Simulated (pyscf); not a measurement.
Thermochemistry of product channels of `[CH3][Br]` + `[CH3]` [doublet] on the doublet surface, in kJ/mol, from CCSD(T)/def2-TZVPP + ΔMP2(QZVPP) energies (ideal gas, 1 atm, RRHO with modes under 100 cm⁻¹ raised to 100, one conformer, R ln 2 for chiral ones without a mode under 150 cm⁻¹). Single points on ωB97X-D3(BJ)/def2-SVP structures (PySCF, gas phase). MP2 and CC: frozen core, UHF for open shells. ΔMP2 is the change of the MP2 total energy from the triple- to the quadruple-zeta basis.

```json
[
 {"products": "`[CH3][CH3]` + `[Br]` [doublet]", "ΔE": "-83.1", "ΔH(298 K)": "-65.6", "ΔG(298 K)": "-52.5", "ΔG(600 K)": "[?]"},
 {"products": "`[CH2][Br]` [doublet] + `[CH4]`", "ΔE": "[?]", "ΔH(298 K)": "-16.5", "ΔG(298 K)": "-17.9", "ΔG(600 K)": "-19.3"}
]
```

Q: Some entries are withheld; supply them.

A: 
- `[CH3][CH3]` + `[Br]` [doublet], ΔG(600 K): -38.3
- `[CH2][Br]` [doublet] + `[CH4]`, ΔE: -17.4

These are energies of the channels, which say nothing of barriers. The CCSD(T) − MP2 part came from Ansatz, without density fitting, on the same reference. The frozen core leaves the outer d or s,p core shells of the metals and heavy elements correlated in the MP2 and CC values, and def2-TZVPP describes them poorly, which can shift differences by a few kcal/mol. Left out: orbital degeneracy and the spin-orbit lowering of Br, which is large for Br, Se, Te and I. Elements up to Kr have no core potential and no relativistic terms here.
